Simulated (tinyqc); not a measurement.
Worked calculation: Pariser-Parr-Pople SCF with singles CI, for the molecule Clc1cc[cH-]c1 (SMILES; centres numbered as the heavy atoms are written). Computed by tinyqc, a small Python program that keeps every step. Settings: charge = -1, gamma = Ohno, start = core, damping = 0.3, iteration cap = 67, excitations kept = 4. Command: `OMP_NUM_THREADS=1 python tinyqc.py 27251 27252 out.jsonl` (the two numbers bound the seeds that draw the settings). One thread of a shared host (Intel(R) Xeon(R) Processor @ 2.60GHz), about 0.01 s of CPU time with the checks. Later iterations appear only in the table of the cycle.

## PPP integrals

Centres (angstrom, eV; a flat drawing with bonds scaled to 1.40 angstrom):
```
centre          x          y  core charge z          W   gamma_rr
1Cl      2.159000   0.000000              2  26.000000  13.000000
2C       0.759000   0.000000              1  11.160000  11.130000
3C      -0.064000   1.133000              1  11.160000  11.130000
4C      -1.395000   0.700000              1  11.160000  11.130000
5C      -1.395000  -0.700000              1  11.160000  11.130000
6C      -0.064000  -1.133000              1  11.160000  11.130000
```

Resonance integrals (eV):
```
i  j       beta
1  2  -1.590000
2  3  -2.390000
3  4  -2.390000
4  5  -2.390000
5  6  -2.390000
6  2  -2.390000
```

Ohno: gamma = 14.399645/sqrt(R^2 + a^2), a = 2 x 14.399645/(gamma_rr + gamma_ss); H_rr = -W_r - sum_(s != r) z_s gamma_rs; H_rs = beta for bonds.

repulsion gamma_rs (eV), order 1Cl, 2C, 3C, 4C, 5C, 6C:
```
[[13.000000, 7.827217, 5.206246, 3.775630, 3.775630, 5.206246],
 [7.827217, 11.130000, 7.552804, 5.520570, 5.520570, 7.552804],
 [5.206246, 7.552804, 11.130000, 7.554850, 5.519866, 5.518526],
 [3.775630, 5.520570, 7.554850, 11.130000, 7.553862, 5.519866],
 [3.775630, 5.520570, 5.519866, 7.553862, 11.130000, 7.554850],
 [5.206246, 7.552804, 5.518526, 5.519866, 7.554850, 11.130000]]
```

core matrix H (eV), order 1Cl, 2C, 3C, 4C, 5C, 6C:
```
[[-51.790967, -1.590000, 0.000000, 0.000000, 0.000000, 0.000000],
 [-1.590000, -52.961181, -2.390000, 0.000000, 0.000000, -2.390000],
 [0.000000, -2.390000, -47.718537, -2.390000, 0.000000, 0.000000],
 [0.000000, 0.000000, -2.390000, -44.860406, -2.390000, 0.000000],
 [0.000000, 0.000000, 0.000000, -2.390000, -44.860406, -2.390000],
 [0.000000, -2.390000, 0.000000, 0.000000, -2.390000, -47.718537]]
```

## Starting guess

pi electrons, sum of z_r less the charge = 8

Orbitals of the core matrix H.

P at the start, order 1Cl, 2C, 3C, 4C, 5C, 6C:
```
[[1.991754, 0.038539, -0.066607, 0.055070, 0.055070, -0.066607],
 [0.038539, 1.819878, 0.311307, -0.257383, -0.257383, 0.311307],
 [-0.066607, 0.311307, 1.331621, 0.781518, 0.108154, -0.407689],
 [0.055070, -0.257383, 0.781518, 0.762563, 0.501873, 0.108154],
 [0.055070, -0.257383, 0.108154, 0.501873, 0.762563, 0.781518],
 [-0.066607, 0.311307, -0.407689, 0.108154, 0.781518, 1.331621]]
```

## Iteration 1: Fock matrix

F_rr = H_rr + P_rr gamma_rr / 2 + sum_(s != r) P_ss gamma_rs; F_rs = H_rs - P_rs gamma_rs / 2; E = tr P (H + F) / 2 + core repulsion sum_(r<s) z_r z_s gamma_rs.

F (eV), order 1Cl, 2C, 3C, 4C, 5C, 6C:
```
[[-4.976184, -1.740827, 0.173387, -0.103961, -0.103961, 0.173387],
 [-1.740827, 1.290841, -3.565620, 0.710449, 0.710449, -3.565620],
 [0.173387, -3.565620, 1.125555, -5.342127, -0.298497, 1.124922],
 [-0.103961, 0.710449, -5.342127, 0.121007, -4.285542, -0.298497],
 [-0.103961, 0.710449, -0.298497, -4.285542, 0.121007, -5.342127],
 [0.173387, -3.565620, 1.124922, -0.298497, -5.342127, 1.125555]]
```

pi energy = -102.956003 eV

## Iteration 1: orbitals and new P

Diagonalise F (the basis is taken as orthonormal) and form P = 2 sum c c over the lowest orbitals; 0.3 of the old P is kept.

orbital energies (eV): [-7.876092, -5.421507, -3.300156, -1.176397, 7.707336, 8.874596]

P after iteration 1, order 1Cl, 2C, 3C, 4C, 5C, 6C:
```
[[1.986854, 0.079991, -0.083881, 0.047977, 0.047977, -0.083881],
 [0.079991, 1.507211, 0.503095, -0.278900, -0.278900, 0.503095],
 [-0.083881, 0.503095, 1.207002, 0.743528, -0.099961, -0.294977],
 [0.047977, -0.278900, 0.743528, 1.045965, 0.547944, -0.099961],
 [0.047977, -0.278900, -0.099961, 0.547944, 1.045965, 0.743528],
 [-0.083881, 0.503095, -0.294977, -0.099961, 0.743528, 1.207002]]
```

## Iteration 2: Fock matrix

As before.

F (eV), order 1Cl, 2C, 3C, 4C, 5C, 6C:
```
[[-6.612893, -1.903054, 0.218352, -0.090571, -0.090571, 0.218352],
 [-1.903054, 0.759136, -4.289889, 0.769844, 0.769844, -4.289889],
 [0.218352, -4.289889, 1.062722, -5.198619, 0.275887, 0.813918],
 [-0.090571, 0.769844, -5.198619, 0.464967, -4.459547, 0.275887],
 [-0.090571, 0.769844, 0.275887, -4.459547, 0.464967, -5.198619],
 [0.218352, -4.289889, 0.813918, 0.275887, -5.198619, 1.062722]]
```

pi energy = -105.967474 eV

## Iteration 2: orbitals and new P

As before.

orbital energies (eV): [-7.901414, -6.727992, -3.366137, -2.408779, 8.539455, 9.066488]

P after iteration 2, order 1Cl, 2C, 3C, 4C, 5C, 6C:
```
[[1.984893, 0.098448, -0.089614, 0.043150, 0.043150, -0.089614],
 [0.098448, 1.355648, 0.580749, -0.275452, -0.275452, 0.580749],
 [-0.089614, 0.580749, 1.177473, 0.710957, -0.185847, -0.248033],
 [0.043150, -0.275452, 0.710957, 1.152257, 0.577763, -0.185847],
 [0.043150, -0.275452, -0.185847, 0.577763, 1.152257, 0.710957],
 [-0.089614, 0.580749, -0.248033, -0.185847, 0.710957, 1.177473]]
```

## Iteration 3: Fock matrix

As before.

F (eV), order 1Cl, 2C, 3C, 4C, 5C, 6C:
```
[[-7.316798, -1.975287, 0.233277, -0.081459, -0.081459, 0.233277],
 [-1.975287, 0.627857, -4.583140, 0.760325, 0.760325, -4.583140],
 [0.233277, -4.583140, 0.970226, -5.075586, 0.512925, 0.684389],
 [-0.081459, 0.760325, -5.075586, 0.629184, -4.572171, 0.512925],
 [-0.081459, 0.760325, 0.512925, -4.572171, 0.629184, -5.075586],
 [0.233277, -4.583140, 0.684389, 0.512925, -5.075586, 0.970226]]
```

pi energy = -107.110452 eV

## Iteration 3: orbitals and new P

As before.

orbital energies (eV): [-8.292990, -6.973230, -3.361486, -2.816101, 8.848678, 9.105008]

P after iteration 3, order 1Cl, 2C, 3C, 4C, 5C, 6C:
```
[[1.984028, 0.107098, -0.091634, 0.040178, 0.040178, -0.091634],
 [0.107098, 1.280784, 0.613250, -0.267285, -0.267285, 0.613250],
 [-0.091634, 0.613250, 1.177650, 0.687816, -0.221996, -0.231805],
 [0.040178, -0.267285, 0.687816, 1.189944, 0.599399, -0.221996],
 [0.040178, -0.267285, -0.221996, 0.599399, 1.189944, 0.687816],
 [-0.091634, 0.613250, -0.231805, -0.221996, 0.687816, 1.177650]]
```

## Convergence

Stop when output and input P, before any damping, agree to 1e-7.

Course of the cycle:
```
iteration         E (eV)  largest |P(out) - P(in)|
1          -102.95600295                  4.47e-01
2          -105.96747445                  2.17e-01
3          -107.11045199                  1.07e-01
4          -107.50856527                  5.62e-02
5          -107.64568335                  3.17e-02
6          -107.69396585                  1.91e-02
7          -107.71167251                  1.21e-02
8          -107.71850070                  7.91e-03
9          -107.72127441                  5.31e-03
10         -107.72245565                  3.61e-03
11         -107.72297853                  2.48e-03
...                  ...                       ...
29         -107.72342778                  3.57e-06
30         -107.72342778                  2.48e-06
31         -107.72342778                  1.73e-06
32         -107.72342778                  1.20e-06
33         -107.72342778                  8.35e-07
34         -107.72342778                  5.80e-07
35         -107.72342778                  4.04e-07
36         -107.72342778                  2.81e-07
37         -107.72342778                  1.95e-07
38         -107.72342778                  1.36e-07
39         -107.72342778                  9.44e-08
```

Converged in 39 iterations.

## Converged orbitals

Charges are z - P_rr.

orbital energies (eV): [-8.763743, -7.078523, -3.302259, -3.064386, 9.042911, 9.091334]

coefficients, order 1Cl, 2C, 3C, 4C, 5C, 6C:
```
[[0.835815, 0.493205, 0.000000, -0.222262, 0.000000, -0.093605],
 [0.388329, -0.262284, 0.000000, 0.608642, 0.000000, 0.640283],
 [0.227183, -0.380947, 0.603147, 0.221355, -0.369072, -0.504252],
 [0.153931, -0.445935, 0.369072, -0.490998, 0.603147, 0.190704],
 [0.153931, -0.445935, -0.369072, -0.490998, -0.603147, 0.190704],
 [0.227183, -0.380947, -0.603147, 0.221355, 0.369072, -0.504252]]
```

pi charges: [0.017524, -0.180075, -0.219033, -0.199692, -0.199692, -0.219033]

## Singles CI, singlets

Over the 4 single excitations with the smallest orbital gaps: A = (e_a - e_i) delta + 2 (ia|jb) - (ij|ab), with (pq|rs) = sum c_mp c_mq gamma_mn c_nr c_ns. f = 2/3 w |mu|^2 in atomic units, mu = sqrt2 sum c_ia sum_m c_mi c_ma R_m.

singlet CI matrix (eV), order 4>5, 4>6, 3>5, 3>6:
```
[[6.625331, 0.000000, 0.000000, 0.890879],
 [0.000000, 6.581263, -0.899172, 0.000000],
 [0.000000, -0.899172, 6.717894, 0.000000],
 [0.890879, 0.000000, 0.000000, 6.763872]]
```

singlet excitation energies (eV): [5.747815, 5.801034, 7.551342, 7.588170]

oscillator strengths: [0.002426, 0.001549, 0.962551, 0.938730]

## Singles CI, triplets

Over the 4 single excitations with the smallest orbital gaps: A = (e_a - e_i) delta - (ij|ab), with (pq|rs) = sum c_mp c_mq gamma_mn c_nr c_ns.

triplet CI matrix (eV), order 4>5, 4>6, 3>5, 3>6:
```
[[4.827125, 0.000000, 0.000000, -0.055016],
 [0.000000, 4.752836, -0.055016, 0.000000],
 [0.000000, -0.055016, 4.897731, 0.000000],
 [-0.055016, 0.000000, 0.000000, 4.965262]]
```

triplet excitation energies (eV): [4.734314, 4.807891, 4.916253, 4.984496]
